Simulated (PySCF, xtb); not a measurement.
# Ranking isomers of CH3NaSi

3 gas-phase structures of CH3NaSi, found in a search over its isomers (lower ones may exist). Each was relaxed with GFN2-xTB:

A. `C=[SiH][Na]`, a singlet
B. `C[Si][Na]`, a triplet
C. `[Na][CH]=[SiH2]`, a singlet

**Question.** Estimate their order in r2SCAN-D4/def2-SVP energy at these geometries, lowest first.

**Answer.** Calculated order at r2SCAN-D4/def2-SVP: A (0.0), B (26.4), C (77.7) kJ/mol.

Energies above the lowest of each column, in kJ/mol; the last columns are at B3LYP-D4/def2-SVP geometries (a dash: not run or not comparable):

```tsv
structure	GFN2-xTB	HF/STO-3G	r2SCAN-D4/def2-SVP	B3LYP-D4/def2-SVP	CCSD(T)/def2-TZVP
A	0.0	14.2	0.0	0.0	0.0
B	–	0.0	26.4	37.6	44.3
C	69.4	128.9	77.7	71.7	–
```

CCSD(T)/def2-TZVP puts A lowest of those it was run on; HF/STO-3G picks B. Frequencies (GFN2-xTB) were run for A, B alone. GFN2-xTB has no spin polarisation and isn't compared across spin states. Open shells are spin-unrestricted.

Programs: PySCF 2.14.0, xtb 6.7.1.
